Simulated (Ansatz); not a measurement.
Isolated molecules relaxed with PBE0-D4/def2-TZVP in Ansatz; ΔE leaves out vibrations. CCSD(T)/CBS is extrapolated from def2-TZVPP and def2-QZVPP, frozen cores. Functionals use def2-TZVPP. HSE06 is defined as in plane-wave codes. No spin–orbit coupling; open shells (•) take unrestricted orbitals.

Consider the atomization: `[N]=N`• → H• + 2 N•.

What is ΔE at CCSD(T)/CBS? (Estimate.)

Ansatz gave: +932.4 kJ/mol.

What do these levels give: PBE-D4, r2SCAN-D4, r2SCANh-D4, HSE06-D4, ωB97M-V, B2PLYP, r2SCAN, r2SCAN0, CCSD/def2-TZVPP, CCSD(T)/cc-pV(D+d)Z, HF/cc-pV(T+d)Z, CCSD/cc-pV(Q+d)Z? (Estimate.)

Ansatz gave: PBE-D4 1034.1, r2SCAN-D4 937.8, r2SCANh-D4 915.3, HSE06-D4 956.5, ωB97M-V 957.5, B2PLYP 947.3, r2SCAN 937.4, r2SCAN0 882.3, CCSD/def2-TZVPP 851.5, CCSD(T)/cc-pV(D+d)Z 801.1, HF/cc-pV(T+d)Z 437.6, CCSD/cc-pV(Q+d)Z 876.6 kJ/mol.

What do rigid-rotor, harmonic-oscillator terms from PBE0-D4/def2-TZVP frequencies (298.15 K, 1 bar) make of the CCSD(T)/CBS value? (Best estimate.)

Computed: ΔZPE = -35.0 kJ/mol, ΔH = +906.0 kJ/mol, ΔS = 197 J/(mol·K), ΔG = +847.3 kJ/mol. Open shells count their whole term as degenerate.

Largest T1 diagnostic among the species: 0.040.

In def2-TZVPP, CCSD(T) changes the Hartree–Fock value by +446.1 kJ/mol (the triples alone add +34.0 kJ/mol) and MP2 by +441.1 kJ/mol; breaking electron pairs costs correlation energy, which Hartree–Fock lacks. From r2SCAN to r2SCAN0 (25 % exact exchange), in def2-TZVPP and without D4, ΔE moves by −55.1 kJ/mol: exact exchange takes away binding that semilocal exchange gives to molecules.
